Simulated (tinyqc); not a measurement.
MP2 on RHF in the sto-3g basis, for H2O, spin multiplicity 1, step by step. One step of it, computed by the program tinyqc.

Problem. Second-order Moller-Plesset energy. E2 = sum_ijab (ia|jb) [2 (ia|jb) - (ib|ja)] / (e_i + e_j - e_a - e_b) over occupied i, j and virtual a, b; the opposite-spin part is (ia|jb)^2 / denominator, the rest is same-spin, and SCS-MP2 scales them by 6/5 and 1/3.

orbital energies (hartree): MO1 -20.238167, MO2 -1.305441, MO3 -0.648540, MO4 -0.464852, MO5 -0.398007, MO6 0.671981, MO7 0.813656

Two-electron integrals over orbitals (pq|rs), unique and non-zero (hartree):
```
(11|11) 4.743405    (21|11) -0.412321   (21|21) 0.057239    (22|11) 1.002460
(22|21) -0.011889   (22|22) 0.736652    (31|31) 0.011392    (32|31) 0.018443
(32|32) 0.149446    (33|11) 0.820821    (33|21) -0.004331   (33|22) 0.660521
(33|33) 0.652230    (41|11) 0.190977    (41|21) -0.022624   (41|22) 0.017920
(41|33) 0.006926    (41|41) 0.029129    (42|11) -0.117166   (42|21) 0.009745
(42|22) 0.017197    (42|33) 0.007966    (42|41) 0.018820    (42|42) 0.119102
(43|31) -0.004019   (43|32) 0.014745    (43|43) 0.044985    (44|11) 1.021785
(44|21) -0.014697   (44|22) 0.678617    (44|33) 0.613418    (44|41) -0.012371
(44|42) -0.104811   (44|44) 0.813195    (51|51) 0.026084    (52|51) 0.032185
(52|52) 0.142389    (53|53) 0.030139    (54|51) -0.014107   (54|52) -0.047954
(54|54) 0.058995    (55|11) 1.115326    (55|21) -0.011529   (55|22) 0.746731
(55|33) 0.642419    (55|41) 0.005312    (55|42) -0.062629   (55|44) 0.741558
(55|55) 0.880159    (61|11) -0.252972   (61|21) 0.038062    (61|22) 0.000101
(61|33) 0.000044    (61|41) -0.001920   (61|42) 0.020095    (61|44) -0.020725
(61|55) -0.006476   (61|61) 0.033888    (62|11) 0.323825    (62|21) -0.006758
(62|22) 0.146985    (62|33) 0.081353    (62|41) 0.018813    (62|42) 0.017496
(62|44) 0.097549    (62|55) 0.164204    (62|61) 0.005746    (62|62) 0.105003
(63|31) 0.003495    (63|32) -0.038897   (63|43) -0.024228   (63|63) 0.067243
(64|11) 0.199549    (64|21) -0.001722   (64|22) 0.084154    (64|33) 0.041411
(64|41) 0.002655    (64|42) -0.025147   (64|44) 0.114376    (64|55) 0.103170
(64|61) 0.000232    (64|62) 0.059111    (64|64) 0.058982    (65|51) 0.016724
(65|52) 0.061628    (65|54) -0.004852   (65|65) 0.040398    (66|11) 0.815440
(66|21) -0.006737   (66|22) 0.625584    (66|33) 0.581011    (66|41) 0.022485
(66|42) 0.061732    (66|44) 0.551487    (66|55) 0.594951    (66|61) 0.008154
(66|62) 0.099120    (66|64) 0.041714    (66|66) 0.602902    (71|31) 0.015855
(71|32) 0.023700    (71|43) -0.005804   (71|63) 0.004348    (71|71) 0.022140
(72|31) 0.013425    (72|32) 0.033393    (72|43) -0.035371   (72|63) 0.037140
(72|71) 0.017648    (72|72) 0.059174    (73|11) 0.358527    (73|21) -0.007877
(73|22) 0.126477    (73|33) 0.091415    (73|41) -0.001219   (73|42) -0.075507
(73|44) 0.165232    (73|55) 0.183778    (73|61) -0.007668   (73|62) 0.078854
(73|64) 0.069800    (73|66) 0.035339    (73|73) 0.150239    (74|31) -0.010358
(74|32) -0.078516   (74|43) 0.008761    (74|63) 0.039565    (74|71) -0.014069
(74|72) -0.015873   (74|74) 0.068816    (75|53) 0.023465    (75|75) 0.023791
(76|31) 0.009875    (76|32) 0.101934    (76|43) 0.040654    (76|63) -0.061554
(76|71) 0.012886    (76|72) -0.013220   (76|74) -0.056742   (76|76) 0.114788
(77|11) 0.879385    (77|21) -0.009573   (77|22) 0.631708    (77|33) 0.623635
(77|41) 0.004399    (77|42) -0.010097   (77|44) 0.618681    (77|55) 0.630522
(77|61) -0.005665   (77|62) 0.071711    (77|64) 0.036946    (77|66) 0.573206
(77|73) 0.090119    (77|77) 0.628678
```

Hartree-Fock energy = -74.94293545 hartree

Give: Terms; Pair energies; MP2 correlation energy; SCS-MP2 correlation energy; MP2 total energy.

Solution.

Terms:
```
i  j  a  b   (ia|jb)   (ib|ja)  denominator       term
3  3  7  7    0.1502    0.1502      -2.9244    -0.0077
2  2  6  6    0.1050    0.1050      -3.9548    -0.0028
2  3  6  7    0.0789    0.0371      -3.4396    -0.0028
3  2  7  6    0.0789    0.0371      -3.4396    -0.0028
3  4  7  6    0.0698    0.0396      -2.5990    -0.0027
4  3  6  7    0.0698    0.0396      -2.5990    -0.0027
4  4  7  7    0.0688    0.0688      -2.5570    -0.0019
3  3  6  6    0.0672    0.0672      -2.6410    -0.0017
4  4  6  6    0.0590    0.0590      -2.2737    -0.0015
4  2  6  6    0.0591    0.0591      -3.1143    -0.0011
2  4  6  6    0.0591    0.0591      -3.1143    -0.0011
2  2  7  7    0.0592    0.0592      -4.2382    -0.0008
5  5  6  6    0.0404    0.0404      -2.1400    -0.0008
5  5  7  7    0.0238    0.0238      -2.4233  -2.34e-04
4  3  7  6    0.0396    0.0698      -2.5990  -1.42e-04
3  4  6  7    0.0396    0.0698      -2.5990  -1.42e-04
4  2  7  7   -0.0159   -0.0159      -3.3976  -7.42e-05
2  4  7  7   -0.0159   -0.0159      -3.3976  -7.42e-05
3  2  6  7    0.0371    0.0789      -3.4396   4.94e-05
2  3  7  6    0.0371    0.0789      -3.4396   4.94e-05
1  1  6  6    0.0339    0.0339     -41.8203  -2.75e-05
2  1  7  7    0.0176    0.0176     -23.1709  -1.34e-05
1  2  7  7    0.0176    0.0176     -23.1709  -1.34e-05
1  1  7  7    0.0221    0.0221     -42.1036  -1.16e-05
1  4  7  7   -0.0141   -0.0141     -22.3303  -8.86e-06
4  1  7  7   -0.0141   -0.0141     -22.3303  -8.86e-06
3  1  7  6   -0.0077    0.0043     -22.3723  -6.75e-06
1  3  6  7   -0.0077    0.0043     -22.3723  -6.75e-06
3  1  6  7    0.0043   -0.0077     -22.3723  -3.18e-06
1  3  7  6    0.0043   -0.0077     -22.3723  -3.18e-06
1  2  6  6    0.0057    0.0057     -22.8876  -1.44e-06
2  1  6  6    0.0057    0.0057     -22.8876  -1.44e-06
1  4  6  6  2.32e-04  2.32e-04     -22.0470  -2.45e-09
4  1  6  6  2.32e-04  2.32e-04     -22.0470  -2.45e-09
```

Pair energies (hartree; pair i-j sums ij and ji):
```
pair  opposite spin  same spin
1-1       -3.91e-05     0.0000
2-1       -2.98e-05     0.0000
2-2         -0.0036     0.0000
3-1       -6.95e-06  -1.29e-05
3-2         -0.0044    -0.0010
3-3         -0.0094     0.0000
4-1       -1.77e-05     0.0000
4-2         -0.0024     0.0000
4-3         -0.0050    -0.0007
4-4         -0.0034     0.0000
5-5         -0.0010     0.0000
```

MP2 correlation energy = -0.031008 hartree

SCS-MP2 correlation energy = -0.035712 hartree

MP2 total energy = -74.973943 hartree
